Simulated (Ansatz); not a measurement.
Reaction: C2H3O (SMILES C[C]=O, doublet) → C2H3O (SMILES [CH2]C=O, doublet)
Each species at its own B3LYP-D3(BJ)/def2-TZVP minimum (Ansatz, an electronic-structure program).

Quantity: isomerisation energy (electronic), in kcal/mol. UHF or UKS for unpaired electrons; spin-orbit terms are left out. CBS(X,Y): correlation extrapolated as X^-3, Hartree-Fock from the larger set. A bracket is a step between two methods taken in the basis named. The functionals are non-relativistic, so their misses hold any scalar relativity. '+ core + X2C': CCSD(T) terms for core correlation (cc-pwCVTZ) and scalar relativity (cc-pVTZ-DK). The UHF reference of C2H3O ([CH2]C=O, doublet) is spin-contaminated (<S^2> up to 0.18 over the pure value in the sets run).

CCSD(T)/CBS(cc-pVTZ,cc-pVQZ) + [CCSDT(Q) - CCSD(T)]/cc-pVDZ + core + X2C (Ansatz) gives 6.9 kcal/mol.

Problem. What does PBE/def2-TZVPD (Ansatz) give here, and how do the other levels compare?

Solution. PBE gives 6.8 kcal/mol, 0.1 kcal/mol below it. Differences of the others: r2SCAN/def2-TZVPD (Ansatz) -1.8; B3LYP/def2-TZVPD (Ansatz) -1.1; PBE0/def2-TZVPD (Ansatz) -0.9; wB97M-V/def2-TZVPD (Ansatz) -0.2; CCSD(T)/CBS(cc-pVTZ,cc-pVQZ) + core + X2C (Ansatz) 0.3 kcal/mol.
